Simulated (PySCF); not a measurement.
Broadened absorption spectrum of [C3H3Cl2O]+

C₃H₃Cl₂O (charge +1).
Atom-mapped SMILES: `[O+:1]#[C:2][CH2:3][CH:4]([Cl:5])[Cl:6]` (hydrogens: H7, H8 on C3; H9 on C4)

Structure used (PBE0-D3(BJ)/def2-SVP), in Å, numbered top down from 1:
```
atom  x, y, z in Å
O1    -2.2151    1.0711   -0.4368
C2    -1.4037    0.3574   -0.1617
C3    -0.3699   -0.5779    0.1932
C4     1.0032    0.0902   -0.0190
Cl5    1.1119    1.4936    1.0420
Cl6    1.1631    0.5127   -1.7228
H7    -0.5406   -0.8616    1.2508
H8    -0.5097   -1.4696   -0.4497
H9     1.7897   -0.6287    0.2506
```

The calculation used TDDFT PBE0/def2-SVPD, vertical, gas phase, core orbitals frozen in the response in PySCF.

Computed states:

```
state  E (eV)       f
   S1    4.28  0.0013
   S2    4.41  0.0002
   S3    4.52  0.0003
   S4    4.67  0.0032
   S5    4.85  0.0004
   S6    5.04  0.0008
   S7    5.20   0.028
   S8    5.25  0.0001
   S9    7.08   0.019
  S10    7.14  0.0019
```

Each state is given a Gaussian of 0.25 eV full width at half maximum, with ε(max) = 2.175×10⁸ f / Δν̃ (Δν̃ the width in cm⁻¹). The width is an assumption, not a result. The curve ends short of the highest state used, and states not computed would add to its high-energy end.

(1) What does the envelope look like, and where are its maxima?

(2) Coming from long wavelengths, where does ε first pass 100 L mol⁻¹ cm⁻¹?

(3) On this curve, what absorbance would a 10⁻⁵ mol/L sample give at 308 nm over a 1 cm path?

Results:

(1) 
(λ (nm), ε (L mol⁻¹ cm⁻¹)): (189.5, 0), (193.2, 0), (196.9, 0), (200.5, 0), (204.2, 0), (207.9, 0), (211.5, 0), (215.2, 0), (218.9, 0), (222.5, 7), (226.2, 93), (229.9, 587), (233.5, 1782), (237.2, 2936), (240.9, 2693), (244.5, 1513), (248.2, 565), (251.9, 200), (255.5, 156), (259.2, 241), (262.9, 340), (266.5, 356), (270.2, 280), (273.9, 182), (277.5, 126), (281.2, 120), (284.9, 140), (288.5, 153), (292.2, 140), (295.9, 103), (299.6, 61), (303.2, 30), (306.9, 12), (310.6, 4), (314.2, 1), (317.9, 0)

Maxima: 289 nm (4.29 eV), ε about 150, made up of S1 (89%); 265 nm (4.67 eV), ε about 360, made up of S4 (94%); 238 nm (5.20 eV), ε about 3000, made up of S7 (99%) (ε in L mol⁻¹ cm⁻¹; maxima over ε = 5, shares over 10%). At its high-energy end, 6.54 eV, the curve is still rising (ε about 0.0063, from S9).

(2) At about 296 nm (4.19 eV), 0.09 eV below S1.

(3) 308 nm is 4.025 eV, where ε is about 8.7 L mol⁻¹ cm⁻¹, so A = ε c l ≈ 8.7e-05 (Beer–Lambert, with the gas-phase spectrum and the assumed width).

All these states lie below the vertical ionisation energy of 16.06 eV (ΔSCF).

The run took 2.0 min wall on one thread of an Arm Neoverse N1, no GPU (shared host).

One conformer stands for the species.
